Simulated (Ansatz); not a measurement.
What does this script print? It uses Ansatz 0.2.0 through its Python package.

The script, `s2.py`:
```python
# -*- coding: utf-8 -*-
import itertools
import logging
import sys

import ansatz as az
from ase import Atoms
from ase.data import atomic_numbers, covalent_radii
import numpy as np

logging.basicConfig(stream=sys.stdout, format="%(levelname)s %(message)s")
logger = logging.getLogger("calc")
logger.setLevel(logging.INFO)


def main():
    atoms = Atoms(["S", "S"], positions=[
        (1.027, 0.0, 0.0),
        (-1.027, 0.0, 0.0),
    ])
    system = az.Crystal.molecule_from_ase(atoms)

    model = (
        system.calculation()
        .basis(gaussian="def2-SVP")
        .functional("b3lyp", dispersion="d4")
        .spin("collinear", total=2)
    )
    symbols = [site.symbol for site in system.cartesian_sites]
    start = np.array([site.position_ang for site in system.cartesian_sites], dtype=float)
    data = model.relax(force_tolerance=0.01, max_steps=100).run(threads=1).report
    end = np.array(data["positions_ang"])
    radius = [covalent_radii[atomic_numbers[s]] for s in symbols]
    span = lambda where, i, j: np.linalg.norm(where[i] - where[j])
    bonded = [(i, j) for i, j in itertools.combinations(range(len(symbols)), 2) if min(span(start, i, j), span(end, i, j)) < 1.2 * (radius[i] + radius[j])]
    logger.info("pair        before    after (A)")
    for i, j in bonded:
        print(f"{symbols[i]}{i}-{symbols[j]}{j}".ljust(10), f"{span(start, i, j):8.4f} {span(end, i, j):8.4f}")

    minimum = az.Crystal.molecule()
    for symbol, place in zip(symbols, end):
        minimum = minimum.atom(symbol, place.tolist())
    at_minimum = minimum.calculation().spin("collinear", total=2)
    level = lambda method, basis: at_minimum.basis(gaussian=basis).correlation(method).run(threads=1).report
    small, large, cluster = level("mp2", "cc-pVDZ"), level("mp2", "cc-pVTZ"), level("ccsd_t", "cc-pVDZ")
    corr = lambda each: (each["free_energy_ev"] - each["reference_energy_ev"]) / 27.211386246
    mp2_limit = (27 * corr(large) - 8 * corr(small)) / 19
    pieces = {"HF / cc-pVTZ": large["reference_energy_ev"] / 27.211386246, "MP2 correlation, DZ-TZ limit": mp2_limit, "CCSD(T) - MP2 / cc-pVDZ": corr(cluster) - corr(small)}
    for name, value in pieces.items():
        logger.info(f"{name:32s} {value:14.6f} Ha")
    logger.info(f"{'sum':32s} {sum(pieces.values()):14.6f} Ha")
    print("T1 diagnostic", round(cluster["correlation"]["coupled_cluster"]["t1_diagnostic"], 4))


if __name__ == "__main__":
    main()
```

Output of `python s2.py`:
```text
INFO pair        before    after (A)
S0-S1        2.0540   1.9214
INFO HF / cc-pVTZ                        -795.095223 Ha
INFO MP2 correlation, DZ-TZ limit          -0.345025 Ha
INFO CCSD(T) - MP2 / cc-pVDZ               -0.031785 Ha
INFO sum                                 -795.472034 Ha
T1 diagnostic 0.014
```

Notes:
- Total energies depend on the basis set; only differences at equal settings carry meaning.
- The sum leaves out core correlation, relativity, the Hartree-Fock basis error and zero-point energy; a DZ-TZ extrapolation is rough.
- The run takes the species as open-shell (spin multiplicity 3), which needn't be its ground state.
- b3lyp holds the VWN-RPA fit, as in Gaussian; the form of ORCA and Turbomole is b3lyp5.
- Inner cores stay frozen, so this is valence correlation.
- For Al to Cl the sets with a tight d function, cc-pV(X+d)Z, are usual.
- The spin state was assumed, and another may lie lower.
- Wall time of the script: 8.3 s on 1 thread of Arm Neoverse V1 (shared host), peak memory 0.19 GiB.
